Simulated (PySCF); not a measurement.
Level of theory: M06-2X/def2-TZVP // B3LYP-D3(BJ)/def2-TZVP run with PySCF 2.14.0. Isolated molecules, 0 K electronic values unless said otherwise. 

Reference species (SMILES): `[OH]` (neutral, multiplicity 2).

| Property | Value |
|---|---|
| highest occupied spin orbital | -10.99 eV |

Changed species: `[CH3]` (radical fragment; the reference has radical fragment).

Q: What does the change do to the highest occupied spin orbital?

A: the highest occupied spin orbital increases by 3.19 eV, to -7.80 eV.
